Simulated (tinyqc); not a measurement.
UHF in the sto-3g basis, for BH, spin multiplicity 3, step by step. This run ends on a higher stationary point, not on the lowest solution. Computed by tinyqc, a small Python program that keeps every step (integrals from PySCF). Settings: charge = 0, multiplicity = 3, basis = sto-3g, energy threshold = 1e-10, iteration cap = 62, orthogonalisation = symmetric, start = random, DIIS depth = 0, shift = 1.0, method = UHF. Command: `OMP_NUM_THREADS=1 python tinyqc.py 23623 23624 out.jsonl` (the two numbers bound the seeds that draw the settings). One thread of a shared host (Intel(R) Xeon(R) Processor @ 2.60GHz), about 0.1 s of CPU time with the checks.

Geometry (angstrom):
```
atom         x         y         z
B     0.000000  0.000000  0.000000
H     0.000000  0.000000  2.413000
```

Stop when the energy changes by less than 1e-10 hartree and every element of the error matrix X^T (F D S - S D F) X (for each spin) is below 3e-06.

Course of the cycle:
```
iteration   E (hartree)     change  largest element of the error matrix
1          -19.34442841          -                             2.38e+00
2          -24.04801687  -4.70e+00                             5.44e-01
3          -24.18869870  -1.41e-01                             1.12e-01
4          -24.25051612  -6.18e-02                             8.97e-02
5          -24.30284816  -5.23e-02                             8.40e-02
6          -24.34603418  -4.32e-02                             7.46e-02
7          -24.38094481  -3.49e-02                             6.41e-02
8          -24.41008837  -2.91e-02                             6.63e-02
9          -24.43625655  -2.62e-02                             7.22e-02
10         -24.46164473  -2.54e-02                             7.84e-02
11         -24.48729320  -2.56e-02                             8.32e-02
12         -24.51280469  -2.55e-02                             8.47e-02
13         -24.53663493  -2.38e-02                             8.19e-02
14         -24.55702502  -2.04e-02                             7.51e-02
...                 ...        ...                                  ...
49         -24.61275309  -8.09e-05                             4.34e-03
50         -24.61283111  -7.80e-05                             4.32e-03
51         -24.61290646  -7.53e-05                             4.31e-03
52         -24.61297932  -7.29e-05                             4.29e-03
53         -24.61304989  -7.06e-05                             4.27e-03
54         -24.61311832  -6.84e-05                             4.25e-03
55         -24.61318475  -6.64e-05                             4.23e-03
56         -24.61324933  -6.46e-05                             4.22e-03
57         -24.61331216  -6.28e-05                             4.20e-03
58         -24.61337336  -6.12e-05                             4.18e-03
59         -24.61343302  -5.97e-05                             4.16e-03
60         -24.61349124  -5.82e-05                             4.14e-03
61         -24.61354810  -5.69e-05                             4.12e-03
62         -24.61360366  -5.56e-05                             4.11e-03
```

Can the last value be used, and what does the course show?

Not by the stop rule. Not converged within the cap of 62 iterations: the residual has stopped falling. Reruns (cap 100 unless said): DIIS 8: converged in 21 to a higher stationary point; damping 0.5: not converged; level shift 0.5: not converged; atomic densities as start, DIIS 8: converged in 12; the original settings with a cap of 400: not converged. PySCF UHF in the same basis, after a stability check = -24.61701320 hartree.
